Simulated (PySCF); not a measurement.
## SO2: PBE0 against B3LYP

Base calculation in PySCF with density fitting and no spin–orbit coupling, PBE0/def2-TZVP (no relativity): singlet, C2v, S–O 1.431 Å (×2); O–S–O 118.9°; wavenumbers 532, 1218, 1421 cm⁻¹; dipole moment 1.69 D, gap between the highest occupied and lowest empty levels 6.17 eV, polar-tensor charge of S 1.11 e, atomisation energy (no zero-point energy) 1050 kJ/mol.

Q: What changes on going to B3LYP/def2-TZVP (no relativity)?

A: The point group stays the same. Changes: mean bond to S +0.008 Å, smallest bond angle 0.0 degrees, highest wavenumber -44 cm⁻¹, lowest wavenumber -10 cm⁻¹, dipole moment +0.07 D, gap between the highest occupied and lowest empty levels -0.54 eV, polar-tensor charge of S -0.01 e, atomisation energy (no zero-point energy) -7 kJ/mol. The new structure has S–O 1.439 Å (×2); O–S–O 118.9°, with wavenumbers 522, 1179, 1377 cm⁻¹.

Only the bonding shown was studied: isomers, or loss of a ligand pair, can lie lower.
